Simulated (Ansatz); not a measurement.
# BH2+ (singlet): wave-function methods side by side at angle H2–B1–H3 = 125.6°, aug-cc-pVTZ

One table from this session's results is given with a row withheld; the runs are named, their logs left out.

Computed with Ansatz 0.2.0, Gaussian basis. Level: aug-cc-pVTZ, core rule «outside noble gas», up to 1 orbitals frozen.

To be run: UHF; CCSD(T) on RHF; BCCD(T) on RHF; CCSDT(Q) on RHF; CASSCF and NEVPT2, 4 electrons in 6 orbitals; Full CI.

7 further runs of the same task are left out: 1 for a known fault of the program, 4 that didn't finish, 2 set aside as unsound or not needed.

### What is computed

The geometry derives from a PBE0/def2-TZVP stationary point (not a proven minimum). One angle is set to the value named; bond lengths are kept.

3 atoms, charge 1, spin multiplicity 1.

Atoms are counted from 1 here; the program's logs count them from 0.

Bond lengths: B1–H2 1.179 Å, B1–H3 1.179 Å. Angles: H2–B1–H3 125.6°.

Coordinates:

| atom | x (Å) | y (Å) | z (Å) |
| --- | --- | --- | --- |
| B1 | -0.0847 | 0.0000 | 0.0000 |
| H2 | 0.4543 | 0.0000 | -1.0488 |
| H3 | 0.4543 | 0.0000 | 1.0488 |

The first run:

File in.yaml:

```yaml
crystal:
  periodic: [false, false, false]
  atoms:
    - {symbol: B, position_ang: [-0.084710, 0.000000, 0.000000]}
    - {symbol: H, position_ang: [0.454291, 0.000000, -1.048783]}
    - {symbol: H, position_ang: [0.454291, 0.000000, 1.048783]}
basis:
  gaussian: {orbitals: aug-cc-pVTZ}
total_charge: 1
magnetization: {spin_polarized: true, initial_magnetization: 0}
hamiltonian: {xc: hf}
output: {orbitals: {seedname: orbitals}}
```

On the command line:

```bash
ansatz run in.yaml --threads 1 --pin off --events-out ev --progress --plain --max-ram 2393MiB
```

Among the steps run: UHF; CCSD(T) on RHF; BCCD(T) on RHF; CCSDT(Q) on RHF; CASSCF and NEVPT2, 4 electrons in 6 orbitals; Full CI.

One of the session's tables, all rows but one given; the rest of the session is left out.

It belongs to the step «Misses and costs». 

| method | from FCI (meV) |
| --- | --- |
| RHF | +2448.6 |
| RMP2 | +511.1 |
| RCCSD | +36.1 |
| RCCSD(T) | +7.5 |
| BCCD(T) | +7.6 |
| RCCSDT | +0.5 |
| RCCSDT(Q) | +0.1 |
| CASSCF valence | ? |
| NEVPT2 valence | +240.3 |
| FCI | 0 |

Estimate the missing values for CASSCF valence.

As computed: from FCI (meV): +1164.6. In the column «from FCI (meV)» it lies between RMP2 (+511.1) and RHF (+2448.6).
